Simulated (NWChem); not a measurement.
Program: NWChem. System: Na, charge 0, spin multiplicity 2. Its SCF solution wasn't tested for a lower state. Level: UB3LYP/def2-QZVP, VWN1-RPA local correlation.

Job file:

```
start mol
memory heap 200 mb stack 900 mb global 1100 mb
geometry units angstroms nocenter noautoz
  Na     0.000000     0.000000     0.000000
  symmetry group D2h
end
basis spherical
  * library def2-qzvp
end
dft
  xc b3lyp
  odft
  mult 2
  semidirect memsize 60000000 filesize 0
  iterations 100
end
task dft energy
```

Output (cleaned and shortened):

```
             Northwest Computational Chemistry Package (NWChem) 7.3.0
             --------------------------------------------------------

                                NWChem Input Module
                                -------------------

 Scaling coordinates for geometry "geometry" by  1.889725989
 (inverse scale =  0.529177249)

                             Geometry "geometry" -> ""
                             -------------------------

 Output coordinates in angstroms (scale by  1.889725989 to convert to a.u.)

  No.       Tag          Charge          X              Y              Z
 ---- ---------------- ---------- -------------- -------------- --------------
    1 Na                  11.0000     0.00000000     0.00000000     0.00000000

 Effective nuclear repulsion energy (a.u.)       0.0000000000

            Nuclear Dipole moment (a.u.)
            ----------------------------
        X                 Y               Z
 ---------------- ---------------- ----------------
     0.0000000000     0.0000000000     0.0000000000

      Symmetry information
      --------------------

 Group name             D2h
 Group number             26
 Group order               8
 No. of unique centers     1

      Symmetry unique atoms

     1


 Summary of "ao basis" -> "" (spherical)
 ------------------------------------------------------------------------------
       Tag                 Description            Shells   Functions and Types
 ---------------- ------------------------------  ------  ---------------------
 *                         def2-qzvp                  on all atoms

                                 NWChem DFT Module
                                 -----------------

 Summary of "ao basis" -> "ao basis" (spherical)
 ------------------------------------------------------------------------------
       Tag                 Description            Shells   Functions and Types
 ---------------- ------------------------------  ------  ---------------------
 Na                        def2-qzvp                18       46   9s5p3d1f

 Summary of "ao basis" -> "ao basis" (spherical)
 ------------------------------------------------------------------------------
       Tag                 Description            Shells   Functions and Types
 ---------------- ------------------------------  ------  ---------------------
 Na                        def2-qzvp                18       46   9s5p3d1f

      Symmetry analysis of basis
      --------------------------

        ag         15
        au          1
        b1g         3
        b1u         7
        b2g         3
        b2u         7
        b3g         3
        b3u         7

            General Information
            -------------------
          SCF calculation type: DFT
          Wavefunction type:  spin polarized.
          No. of atoms     :     1
          No. of electrons :    11
           Alpha electrons :     6
            Beta electrons :     5
          Charge           :     0
          Spin multiplicity:     2
          Use of symmetry is: on ; symmetry adaption is: on
          Maximum number of iterations: 100
          AO basis - number of functions:    46
                     number of shells:    18
          Convergence on energy requested:  1.00D-06
          Convergence on density requested:  1.00D-05
          Convergence on gradient requested:  5.00D-04

              XC Information
              --------------
                         B3LYP Method XC Potential
[...]
 Vector    4  Occ=1.000000D+00  E=-1.160547D+00  Symmetry=b2u
              MO Center= -2.7D-33,  6.4D-17, -2.6D-33, r^2= 2.4D-01
   Bfn.  Coefficient  Atom+Function         Bfn.  Coefficient  Atom+Function
  ----- ------------  ---------------      ----- ------------  ---------------
    11      0.957730  1 Na py                14      0.077478  1 Na py

 Vector    5  Occ=1.000000D+00  E=-1.160547D+00  Symmetry=b3u
              MO Center=  4.4D-16, -1.9D-32, -1.8D-32, r^2= 2.4D-01
   Bfn.  Coefficient  Atom+Function         Bfn.  Coefficient  Atom+Function
  ----- ------------  ---------------      ----- ------------  ---------------
    10      0.957730  1 Na px                13      0.077478  1 Na px

 Vector    6  Occ=1.000000D+00  E=-1.280332D-01  Symmetry=ag
              MO Center= -5.4D-34,  1.6D-34, -3.6D-33, r^2= 5.3D+00
   Bfn.  Coefficient  Atom+Function         Bfn.  Coefficient  Atom+Function
  ----- ------------  ---------------      ----- ------------  ---------------
     7      0.637973  1 Na s                  8      0.344715  1 Na s
     5     -0.154759  1 Na s                  6     -0.128994  1 Na s
     9      0.127810  1 Na s                  4     -0.078264  1 Na s
     1      0.042633  1 Na s

 Vector    7  Occ=0.000000D+00  E=-2.068963D-02  Symmetry=b1u
              MO Center= -7.2D-33,  4.3D-33,  5.2D-21, r^2= 1.3D+01
   Bfn.  Coefficient  Atom+Function         Bfn.  Coefficient  Atom+Function
  ----- ------------  ---------------      ----- ------------  ---------------
    24      0.552037  1 Na pz                21      0.410002  1 Na pz
    18      0.175604  1 Na pz                12     -0.110072  1 Na pz

 Vector    8  Occ=0.000000D+00  E=-2.068963D-02  Symmetry=b2u
              MO Center=  2.6D-32, -2.6D-23,  2.4D-33, r^2= 1.3D+01
   Bfn.  Coefficient  Atom+Function         Bfn.  Coefficient  Atom+Function
  ----- ------------  ---------------      ----- ------------  ---------------
    23      0.552037  1 Na py                20      0.410002  1 Na py
    17      0.175604  1 Na py                11     -0.110072  1 Na py

 Vector    9  Occ=0.000000D+00  E=-2.068963D-02  Symmetry=b3u
              MO Center= -4.4D-23,  1.3D-33, -1.8D-32, r^2= 1.3D+01
   Bfn.  Coefficient  Atom+Function         Bfn.  Coefficient  Atom+Function
  ----- ------------  ---------------      ----- ------------  ---------------
    22      0.552037  1 Na px                19      0.410002  1 Na px
    16      0.175604  1 Na px                10     -0.110072  1 Na px

                     DFT Final Beta Molecular Orbital Analysis
                     -----------------------------------------

 Vector    3  Occ=1.000000D+00  E=-1.158201D+00  Symmetry=b1u
              MO Center=  1.9D-34,  1.9D-34,  3.2D-30, r^2= 2.4D-01
   Bfn.  Coefficient  Atom+Function         Bfn.  Coefficient  Atom+Function
  ----- ------------  ---------------      ----- ------------  ---------------
    12      0.958047  1 Na pz                15      0.078085  1 Na pz

 Vector    4  Occ=1.000000D+00  E=-1.158201D+00  Symmetry=b3u
              MO Center= -4.3D-26, -1.5D-34,  2.2D-34, r^2= 2.4D-01
   Bfn.  Coefficient  Atom+Function         Bfn.  Coefficient  Atom+Function
  ----- ------------  ---------------      ----- ------------  ---------------
    10      0.958047  1 Na px                13      0.078085  1 Na px

 Vector    5  Occ=1.000000D+00  E=-1.158201D+00  Symmetry=b2u
              MO Center=  1.5D-34, -8.7D-30, -3.8D-34, r^2= 2.4D-01
   Bfn.  Coefficient  Atom+Function         Bfn.  Coefficient  Atom+Function
  ----- ------------  ---------------      ----- ------------  ---------------
    11      0.958047  1 Na py                14      0.078085  1 Na py

 Vector    6  Occ=0.000000D+00  E=-6.448179D-02  Symmetry=ag
              MO Center= -3.3D-16,  5.9D-16,  1.5D-15, r^2= 6.2D+00
   Bfn.  Coefficient  Atom+Function         Bfn.  Coefficient  Atom+Function
  ----- ------------  ---------------      ----- ------------  ---------------
     7      0.589612  1 Na s                  9      0.315915  1 Na s
     8      0.216392  1 Na s                  5     -0.165672  1 Na s
     6     -0.102610  1 Na s                  4     -0.067890  1 Na s
     1      0.040898  1 Na s

 Vector    7  Occ=0.000000D+00  E= 1.114199D-03  Symmetry=b1u
              MO Center=  1.7D-31,  1.6D-31, -1.5D-15, r^2= 1.7D+01
   Bfn.  Coefficient  Atom+Function         Bfn.  Coefficient  Atom+Function
  ----- ------------  ---------------      ----- ------------  ---------------
    24      0.769869  1 Na pz                21      0.200592  1 Na pz
    18      0.145960  1 Na pz                12     -0.091144  1 Na pz

 Vector    8  Occ=0.000000D+00  E= 1.114200D-03  Symmetry=b3u
              MO Center=  3.3D-16, -3.1D-32, -9.1D-33, r^2= 1.7D+01
   Bfn.  Coefficient  Atom+Function         Bfn.  Coefficient  Atom+Function
  ----- ------------  ---------------      ----- ------------  ---------------
    22      0.769869  1 Na px                19      0.200592  1 Na px
    16      0.145961  1 Na px                10     -0.091144  1 Na px

   alpha - beta orbital overlaps
   -----------------------------

   alpha      1      2      3      4      5      6      7      8      9     10
    beta      1      2      3      5      4      6      7      9      8     10
 overlap   1.000  1.000  1.000  1.000  1.000  0.996  0.987  0.987  0.987  0.996

   alpha     11     12     13     14     15     16     17     18     19     20
    beta     11     13     12     15     16     17     18     19     14     21
 overlap   0.987  0.987  0.987  1.000  1.000  1.000  1.000  1.000  1.000  1.000

   alpha     21     22     23     24     25     26     27     28     29     30
    beta     22     20     23     25     24     26     27     29     28     32
 overlap   1.000  1.000  1.000  1.000  1.000  1.000  1.000  1.000  1.000  1.000

   alpha     31     32     33     34     35     36     37     38     39     40
    beta     33     30     31     34     35     36     37     38     39     41
 overlap   1.000  1.000  1.000  1.000  1.000  1.000  1.000  1.000  1.000  1.000

   alpha     41     42     43     44     45     46
    beta     40     42     43     44     45     46
 overlap   1.000  1.000  1.000  1.000  1.000  1.000

     --------------------------
     Expectation value of S2:
     --------------------------
      <S2> =      0.7500 (Exact =     0.7500)

 Task  times  cpu:        0.6s     wall:        0.6s

 Total times  cpu:        0.7s     wall:        0.7s
```
